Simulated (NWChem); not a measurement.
The numbers come from NWChem runs, not from measurements. System: phosphine (H3P), charge 0, spin multiplicity 1, at a geometry optimised with PBE0/def2-SVP. Level: real-time TD-PBE0/6-31G* (spherical d).

Input file:

```
start mol
memory heap 200 mb stack 900 mb global 1100 mb
geometry "system" units angstroms nocenter noautoz noautosym
  P     -0.130235    -0.003352     0.000000
  H      0.666565    -0.580989     1.035668
  H      0.666565    -0.580989    -1.035668
  H      0.620396     1.212263     0.000000
end
set geometry "system"
basis spherical
  * library 6-31g*
end
dft
  xc pbe0
  semidirect memsize 60000000 filesize 0
  iterations 100
  convergence energy 1e-10 density 1e-9 gradient 1e-8
  tolerances tight
end
task dft energy
rt_tddft
  tmax 150.0
  dt 0.2
  tag "kick"
  print dipole
  field "kick"
    type delta
    polarization y
    max 0.0001
  end
  excite "system" with "kick"
end
task dft rt_tddft
```

Output (cleaned and shortened):

```
             Northwest Computational Chemistry Package (NWChem) 7.3.0
             --------------------------------------------------------

                                NWChem Input Module
                                -------------------

 Scaling coordinates for geometry "system" by  1.889725989
 (inverse scale =  0.529177249)

                              Geometry "system" -> ""
                              -----------------------

 Output coordinates in angstroms (scale by  1.889725989 to convert to a.u.)

  No.       Tag          Charge          X              Y              Z
 ---- ---------------- ---------- -------------- -------------- --------------
    1 P                   15.0000    -0.13023500    -0.00335200     0.00000000
    2 H                    1.0000     0.66656500    -0.58098900     1.03566800
    3 H                    1.0000     0.66656500    -0.58098900    -1.03566800
    4 H                    1.0000     0.62039600     1.21226300     0.00000000

 Effective nuclear repulsion energy (a.u.)      17.4340881334

            Nuclear Dipole moment (a.u.)
            ----------------------------
        X                 Y               Z
 ---------------- ---------------- ----------------
     0.0000018897     0.0000094486     0.0000000000


 Summary of "ao basis" -> "" (spherical)
 ------------------------------------------------------------------------------
       Tag                 Description            Shells   Functions and Types
 ---------------- ------------------------------  ------  ---------------------
 *                           6-31g*                   on all atoms

                                 NWChem DFT Module
                                 -----------------

 Summary of "ao basis" -> "ao basis" (spherical)
 ------------------------------------------------------------------------------
       Tag                 Description            Shells   Functions and Types
 ---------------- ------------------------------  ------  ---------------------
 P                           6-31g*                  8       18   4s3p1d
 H                           6-31g*                  2        2   2s

 Summary of "ao basis" -> "ao basis" (spherical)
 ------------------------------------------------------------------------------
       Tag                 Description            Shells   Functions and Types
 ---------------- ------------------------------  ------  ---------------------
 P                           6-31g*                  8       18   4s3p1d
 H                           6-31g*                  2        2   2s

  itol2e modified to match energy
  convergence criterion.
  tol_rho modified to match energy
  convergence criterion.

            General Information
            -------------------
          SCF calculation type: DFT
          Wavefunction type:  closed shell.
          No. of atoms     :     4
          No. of electrons :    18
           Alpha electrons :     9
            Beta electrons :     9
          Charge           :     0
          Spin multiplicity:     1
          Use of symmetry is: off; symmetry adaption is: off
          Maximum number of iterations: 100
          AO basis - number of functions:    24
                     number of shells:    14
          Convergence on energy requested:  1.00D-10
          Convergence on density requested:  1.00D-09
          Convergence on gradient requested:  1.00D-08

              XC Information
              --------------
                         PBE0 Method XC Functional
                     Hartree-Fock (Exact) Exchange  0.250
          PerdewBurkeErnzerhof Exchange Functional  0.750
            Perdew 1991 LDA Correlation Functional  1.000 local
           PerdewBurkeErnz. Correlation Functional  1.000 non-local

             Grid Information
             ----------------
          Grid used for XC integration:  medium
          Radial quadrature: Mura-Knowles
          Angular quadrature: Lebedev.
          Tag              B.-S. Rad. Rad. Pts. Rad. Cut. Ang. Pts.
          ---              ---------- --------- --------- ---------
          P                   1.00       88           6.0       590
          H                   0.35       45           7.0       434
          Grid pruning is: on
          Number of quadrature shells:   223
          Spatial weights used:  Erf1

          Convergence Information
          -----------------------
          Convergence aids based upon iterative change in
          total energy or number of iterations.
          Levelshifting, if invoked, occurs when the
          HOMO/LUMO gap drops below (HL_TOL):  1.00D-02
          DIIS, if invoked, will attempt to extrapolate
          using up to (NFOCK): 10 stored Fock matrices.

                    Damping( 0%)  Levelshifting(0.5)       DIIS
                  --------------- ------------------- ---------------
          dE  on:    start            ASAP                start
          dE off:    2 iters        100 iters           100 iters

      Screening Tolerance Information
      -------------------------------
          Density screening/tol_rho:  1.00D-13
          AO Gaussian exp screening on grid/accAOfunc:  23
          CD Gaussian exp screening on grid/accCDfunc:  20
          XC Gaussian exp screening on grid/accXCfunc:  20
          Schwarz screening/accCoul:  1.00D-11

      Superposition of Atomic Density Guess
      -------------------------------------

 Sum of atomic energies:        -342.12482448

      Non-variational initial energy
      ------------------------------

 Total energy =    -342.322274
[...]
 H                           6-31g*                  2        2   2s

  The DFT is already converged

         Total DFT energy =   -342.979476945293

            General Information
            -------------------
          SCF calculation type: DFT
          Wavefunction type:  closed shell.
          No. of atoms     :     4
          No. of electrons :    18
           Alpha electrons :     9
            Beta electrons :     9
          Charge           :     0
          Spin multiplicity:     1
          Use of symmetry is: off; symmetry adaption is: off
          Maximum number of iterations: 100
          AO basis - number of functions:    24
                     number of shells:    14
          Convergence on energy requested:  1.00D-10
          Convergence on density requested:  1.00D-09
          Convergence on gradient requested:  1.00D-08

              XC Information
              --------------
                         PBE0 Method XC Functional
                     Hartree-Fock (Exact) Exchange  0.250
          PerdewBurkeErnzerhof Exchange Functional  0.750
            Perdew 1991 LDA Correlation Functional  1.000 local
           PerdewBurkeErnz. Correlation Functional  1.000 non-local

             Grid Information
             ----------------
          Grid used for XC integration:  medium
          Radial quadrature: Mura-Knowles
          Angular quadrature: Lebedev.
          Tag              B.-S. Rad. Rad. Pts. Rad. Cut. Ang. Pts.
          ---              ---------- --------- --------- ---------
          P                   1.00       88           6.0       590
          H                   0.35       45           7.0       434
          Grid pruning is: on
          Number of quadrature shells:   223
          Spatial weights used:  Erf1

          Convergence Information
          -----------------------
          Convergence aids based upon iterative change in
          total energy or number of iterations.
          Levelshifting, if invoked, occurs when the
          HOMO/LUMO gap drops below (HL_TOL):  1.00D-02
          DIIS, if invoked, will attempt to extrapolate
          using up to (NFOCK): 10 stored Fock matrices.

                    Damping( 0%)  Levelshifting(0.5)       DIIS
                  --------------- ------------------- ---------------
          dE  on:    start            ASAP                start
          dE off:    2 iters        100 iters           100 iters

      Screening Tolerance Information
      -------------------------------
          Density screening/tol_rho:  1.00D-13
          AO Gaussian exp screening on grid/accAOfunc:  23
          CD Gaussian exp screening on grid/accCDfunc:  20
          XC Gaussian exp screening on grid/accXCfunc:  20
          Schwarz screening/accCoul:  1.00D-11

 *************************
 * Closed-shell RT-TDDFT *
 *************************

 Geometry               Atoms      Basis func.   Nuc. charge          Nuc. dip. mom.
 -----------------------------------------------------------------------------------------
 *system               4 (100% )    24 (100% )     18.00        0.00      0.00      0.00

=============== Geometry Initialization ===============
  Active geometry: "system"
  No linear dependencies
  Number of atomic orbitals    = 24
  Number of molecular orbitals = 24
=======================================================

             System parameters
             -----------------
     No. atoms              : 4
     Wavefunction type      : restricted
     No. alpha electrons    : 9
     No. beta electrons     : 9
     Total no. electrons    : 18
     System charge          : 0

               2e integrals
               ------------
     tol2e for real part of Fock matrix:  1.0000E-11
     tol2e for imag part of Fock matrix:  1.0000E-13

                    Propagation parameters
                    ----------------------
     End time (tmax)       :  1.5000E+02 au =  3.6283E+00 fs
     Time step (dt)        :  2.0000E-01 au =  4.8378E-03 fs
     No. time steps (nt)   : 750
     Progagation method    : 2nd order Magnus w/ self-consistent interpolation
     Exponentiation method : Adaptive contractive power series

                        Tolerances
                        ----------
     Zero / comparison / check tolerance  :  1.0000E-08
     Series convergence tolerance         :  1.0000E-10
     Interpolation convergence tolerance  :  1.0000E-07
     Reqd no. zero terms in series        : 3
     Reqd no. zero terms in interpolation : 1

                Output and checking parameters
                ------------------------------
     Quantites to print : messages, dipole, field, energy, <S^2>
     No. print points   : 750 (once every 1 time steps)
     No. checks         : 10 (once every 75 time steps)
     No. restart points : 100 (once every 7 time steps)
     Checking level     : 1 (checkpoints only)
     Profiling          : No

 Dipole and quadrupole matrices
 ------------------------------
     Center of mass = (-1.1479E-01, -2.9541E-03,  0.0000E+00)
     norm[D_x]  =  1.5825E+00
     norm[D_y]  =  2.2908E+00
     norm[D_z]  =  1.9571E+00
     norm[Q_xx] =  7.5732E+00
     norm[Q_xy] =  2.6857E+00
     norm[Q_xz] =  2.5042E+00
     norm[Q_yy] =  7.5127E+00
     norm[Q_yz] =  2.5042E+00
     norm[Q_zz] =  7.5126E+00

         Applied fields
         --------------

               "kick"
     Type            : delta
     Polarization    : y
     Field maximum   :  1.0000E-04 au =  5.1421E-02 V/nm

        Excitation rules
        ----------------
     Excite geometry "system" with "kick"

                             Closed shell propagation
                             ------------------------

****************************** WARNING ******************************
  Starting movecs not specified--trying SCF output:
   ./mol.movecs
*********************************************************************

     File name              : ./mol.movecs
     Job title              :
     Basis set name         : ao basis
     SCF type               : dft
     Atomic orbitals        : 24
     Molecular orbitals     : 24

   Vector      Occupation     Eigenvalue [au]
 --------------------------------------------
         1        2.00       -7.72022249E+01
         2        2.00       -6.60752229E+00
         3        2.00       -4.74243484E+00
         4        2.00       -4.74243482E+00
         5        2.00       -4.73827332E+00
         6        2.00       -6.64777720E-01
         7        2.00       -3.97037689E-01
         8        2.00       -3.97036106E-01
         9        2.00       -2.86095713E-01
        10        0.00        3.86841528E-02
        11        0.00        3.86851214E-02
        12        0.00        1.27477159E-01
        13        0.00        2.97944395E-01
        14        0.00        2.97944821E-01
        15        0.00        3.16931877E-01
        16        0.00        4.01736878E-01
        17        0.00        6.73045910E-01
        18        0.00        6.73046936E-01
        19        0.00        6.93855155E-01
        20        0.00        6.96703232E-01
        21        0.00        6.96703874E-01
        22        0.00        9.60449943E-01
        23        0.00        1.16406446E+00
        24        0.00        1.16406577E+00

kick      0.00000        ### Propagation started ###
kick      0.00000        ### Checks passed ###
kick      0.00000   0.000000000000E+000   1.000000000000E-004   0.000000000000E+000     # Applied E-field [system] (alpha spin)
kick      0.00000   0.000000000000E+000   1.000000000000E-004   0.000000000000E+000     # Applied E-field [system] (beta spin)
kick      0.00000   1.743408813338E+001     # Enuc
kick      0.00000  -5.083340752518E+002     # Ecore
kick      0.00000   1.721081925020E+002     # Ecoul
kick      0.00000  -2.418768232892E+001     # Exc(1)
kick      0.00000   0.000000000000E+000     # Exc(2)
kick      0.00000  -3.429794769453E+002     # Etot
kick      0.00000   0.000000000000E+000     # Eadded
kick      0.00000   4.033531297945E-001   1.038618981785E-002  -1.597541917576E-014     # Dipole moment [system]
kick      0.00000        ### Saved restart file ###
kick      0.00000   6.171072541861E-010     # Magnus interpol (matrix 1 of 1)
kick      0.00000                     2     # Magnus total interpolations
kick      0.20000   0.000000000000E+000   0.000000000000E+000   0.000000000000E+000     # Applied E-field [system] (alpha spin)
kick      0.20000   0.000000000000E+000   0.000000000000E+000   0.000000000000E+000     # Applied E-field [system] (beta spin)
kick      0.20000   1.743408813338E+001     # Enuc
kick      0.20000  -5.083340753297E+002     # Ecore
kick      0.20000   1.721081925846E+002     # Ecoul
kick      0.20000  -2.418768233314E+001     # Exc(1)
kick      0.20000   0.000000000000E+000     # Exc(2)
kick      0.20000  -3.429794769448E+002     # Etot
kick      0.20000   4.524167707132E-010     # Eadded
kick      0.20000   4.033531321836E-001   1.039360897936E-002  -1.561124364429E-014     # Dipole moment [system]
kick      0.20000   6.170377542247E-010     # Magnus interpol (matrix 1 of 1)
kick      0.20000                     2     # Magnus total interpolations
kick      0.40000   0.000000000000E+000   0.000000000000E+000   0.000000000000E+000     # Applied E-field [system] (alpha spin)
kick      0.40000   0.000000000000E+000   0.000000000000E+000   0.000000000000E+000     # Applied E-field [system] (beta spin)
kick      0.40000   1.743408813338E+001     # Enuc
...
kick     28.20000   0.000000000000E+000   0.000000000000E+000   0.000000000000E+000     # Applied E-field [system] (beta spin)
kick     28.20000   1.743408813338E+001     # Enuc
kick     28.20000  -5.083340747604E+002     # Ecore
kick     28.20000   1.721081920221E+002     # Ecoul
kick     28.20000  -2.418768232843E+001     # Exc(1)
kick     28.20000   0.000000000000E+000     # Exc(2)
kick     28.20000  -3.429794769334E+002     # Etot
kick     28.20000   1.193728849103E-008     # Eadded
kick     28.20000   4.033514544916E-001   1.041113147744E-002   7.410962110395E-015     # Dipole moment [system]
kick     28.20000   1.718625242120E-013     # Magnus interpol (matrix 1 of 1)
kick     28.20000                     2     # Magnus total interpolations
kick     28.40000   0.000000000000E+000   0.000000000000E+000   0.000000000000E+000     # Applied E-field [system] (alpha spin)
ki
```
